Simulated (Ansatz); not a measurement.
Energy needed to pull apart CH$_{4}$N (SMILES C[NH]), doublet, into free ground-state atoms, from the structure below (displaced at random from a GFN2-xTB minimum); no zero-point or spin–orbit terms; open-shell atoms are treated unrestricted, in their ground-state multiplicity.

```
atom    x (Å)    y (Å)    z (Å)
  C1  -0.0016  -0.2726  -0.2392
  N2  -0.2706   0.4382   0.9658
  H3  -0.2239   0.3612  -1.0968
  H4  -0.7087  -1.1862  -0.3121
  H5   0.9543  -0.5851  -0.3523
  H6   0.3305   1.1971   1.0363
```

Program: Ansatz 0.2.0. Basis: def2-TZVPP. Cores are frozen in the correlated methods; orbitals are unrestricted.

| method | atomization energy (kcal/mol) |
| --- | --- |
| PBE-D4 | 480.9 |
| BLYP-D4 | 474.5 |
| r2SCAN-D4 | ? |
| PBE0-D4 | 472.1 |
| LC-wPBE | ? |
| wB97M-V | 471.1 |
| HF | 333.4 |
| MP2 | 453.6 |
| CCSD | 449.4 |
| CCSD(T) | 454.6 |

(1) What does r2SCAN-D4 give? (Judge from chemistry; the value comes from the calculation.)

(2) What does LC-wPBE give? (An estimate is asked for; the value comes from the calculation.)

The T1 diagnostic stays at or below 0.013. ⟨S²⟩ of the unrestricted Hartree–Fock references: 0.76 (a pure state has 0.75).

Results:

(1) The calculation gives: 470.6 kcal/mol, which is about 16.0 kcal/mol more than CCSD(T)/def2-TZVPP.

(2) By the calculation: 469.3 kcal/mol, which is about 14.7 kcal/mol more than CCSD(T)/def2-TZVPP.

In triple zeta the MP2 and coupled-cluster atomization energies are still short of their basis limit by a few kcal/mol a bond, whereas those of the functionals are nearly converged, so these differences are not deviations from converged CCSD(T).

For scale, one of the runs: CCSD(T)/def2-TZVPP forces, 118 basis functions (an equivalent command: `ansatz run in.yaml --threads 4`). Time: 41 s of wall clock on 4 CPU threads; the host was shared. Peak host memory: 1.9 GiB.
